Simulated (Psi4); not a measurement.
Reaction (SMILES): O (H2O) → [OH-] + H+
B3LYP-D3(BJ)/def2-TZVP geometries, fixed; electronic energies without zero-point terms.

Basis-set convergence of the deprotonation energy at PBE with Psi4. All functions are spherical. Density fitting with the program's default auxiliary sets. Psi4's default fitting sets serve the pcseg sets less well. No added dispersion term, no relativity. Functions are those of the species that has most. Reference: the value in aug-cc-pV5Z, 392.49 kcal/mol, itself unsure by roughly 0.22 kcal/mol (its mean distance from aug-cc-pVQZ, def2-QZVPPD). Deviations are taken from unrounded values.

| basis | functions | deprotonation energy (kcal/mol) | minus reference (kcal/mol) |
|---|---|---|---|
| def2-SV(P) | 18 | 431.25 | 38.76 |
| 6-311G** | 30 | 429.66 | 37.16 |
| aug-pcseg-1 | 41 | 390.10 | -2.40 |
| 6-311++G(2d,2p) | 47 | 395.09 | 2.59 |
| jun-cc-pV(T+d)Z | 67 | 392.78 | 0.29 |
| def2-TZVPPD | 74 | 392.48 | -0.01 |
| pcseg-3 | 126 | 395.76 | 3.27 |
| def2-QZVPPD | 132 | 392.36 | -0.13 |
| aug-cc-pV5Z | 287 | 392.49 | 0.00 |

The smallest set listed that lies within 1 kcal/mol of the reference with all its larger relatives (same family, alike in diffuse functions; a set with none counts only in the reference's own line) is jun-cc-pV(T+d)Z (67 functions, 0.29 kcal/mol off). (Relatives not listed, tested too: aug-cc-pVTZ 0.29, aug-cc-pVQZ 0.31 kcal/mol.)
